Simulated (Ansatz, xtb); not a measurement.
Two spin states of HNO

We compare I, `N=O`, a singlet, with II, the triplet with the links of `N=O`. Both are isolated molecules in the gas phase, relaxed with PBE0-D4/def2-TZVP.

I (Å):

```xyz
3

N    -2.9749    4.2989    1.7175
O    -3.2845    3.3988    1.0035
H    -3.7010    4.3913    2.4888
```

II (Å):

```yaml
atoms:
  - { symbol: N, position_ang: [-3.0310, 4.2721, 1.7395] }
  - { symbol: O, position_ang: [-3.2510, 3.3780, 0.9497] }
  - { symbol: H, position_ang: [-3.6783, 4.4388, 2.5207] }
```

Task: Estimate E(II) − E(I) at the level CCSD(T)/def2-QZVPP.

Result: Calculated at CCSD(T)/def2-QZVPP: E(II) − E(I) = +18.0 kcal/mol, so structure I lies lower.

Level by level:

| level | geometry | E(II) − E(I) (kcal/mol) | departure from the last row (kcal/mol) | job, with rough time for the two |
| --- | --- | --- | --- | --- |
| PBE0-D4/def2-TZVP | PBE0-D4/def2-TZVP | +8.8 | −9.2 | optimisation, 10 s |
| HF/def2-QZVPP | PBE0-D4/def2-TZVP | −2.1 | −20.0 | part of the CCSD(T) run |
| MP2/def2-QZVPP | PBE0-D4/def2-TZVP | +22.6 | +4.6 | part of the CCSD(T) run |
| CCSD(T)/def2-QZVPP | PBE0-D4/def2-TZVP | +18.0 |  | single point, 33 s |

HF/def2-QZVPP puts the two in the other order. The largest departure from CCSD(T)/def2-QZVPP is that of HF/def2-QZVPP, 20.0 kcal/mol. The closed-shell reference of I is unstable towards spin breaking, so its energies are less sure. Levels run at GFN2-xTB geometries aren't shown.

With harmonic frequencies from PBE0-D4/def2-TZVP (ideal gas, rigid rotor, one conformer each, 298.15 K, 1 atm): on the last row, ΔE + ΔZPE = +17.7, ΔH = +17.8, ΔG = +17.1 kcal/mol.

Open shells are spin-unrestricted. The correlated steps freeze 2 core orbitals. ΔG holds the spin degeneracy. Programs: Ansatz 0.2.0; the last row on 1 thread of Intel(R) Xeon(R) Platinum 8375C CPU @ 2.90GHz (Ice Lake) on a shared host.
